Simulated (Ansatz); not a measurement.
**[Br···H···F], doublet: the ladder up to UCCSDT(Q)**

Geometry: a point of a hydrogen-transfer path between rigid fragments, not a stationary point.

```xyz
3

Br    0.0000    0.0000   -1.3590
H     0.0000    0.0000    0.1040
F     0.0000    0.0000    1.2550
```

Basis cc-pVTZ; Ansatz 0.2.0. Only valence electrons are correlated (noble-gas cores and the filled d shells of p-block atoms frozen), which leaves 15 electrons in 72 orbitals. Prefix R: restricted or restricted open-shell reference; prefix U: unrestricted. Active spaces: valence = (15e, 9o) chosen from the atoms' valence shells; pair = (3e, 3o) about the gap. No spin–orbit coupling is included, and no scalar relativity.

Full CI isn't at hand for all of this; UCCSDT(Q) serves as the reference, and is uncertain by about the last step of the cluster series. The frozen core follows each run's orbitals, which can shift R against U totals by a few meV for light atoms and by up to 0.1 eV past Ca.

```
UHF ⟨S²⟩                          : 0.805
T1 diagnostic (RCCSD)             : 0.0381
largest doubles amplitude (RCCSD) : 0.049
T1 diagnostic (UCCSD)             : 0.0256
```

```
   level  E − E(UCCSDT(Q)) (meV)  share of correlation (%)  wall time
     UHF                   12411                      3.66          –
    UMP2                    1221                     90.52          –
   UCCSD                     422                     96.73          –
UCCSD(T)                      44                     99.66       49 s
  UCCSDT                      20                     99.85          –
```

The correlation energy at UCCSDT(Q), counted from the determinant under the R cluster runs, is -12.882 eV. That run took 27 s on 2 threads of AMD EPYC 7R13 with a shared H100 80 GB, shared host.

Run but not shown, since their state or frozen core can't be matched to the reference's or they repeat it: RHF, RMP2, RCCSD, RCCSD(T), BCCD(T), RCCSDT, RCCSDT(Q), CASSCF (pair space), NEVPT2 (pair space), MRCISD (pair space), MRCISD+Q (pair space), CASSCF (valence space), NEVPT2 (valence space), MRCISD (valence space), MRCISD+Q (valence space).

Times hold each run's SCF and search for its determinant on a shared host, so for small cases they say little of a method's own cost; they ran on 1 thread of AMD EPYC 7R13.
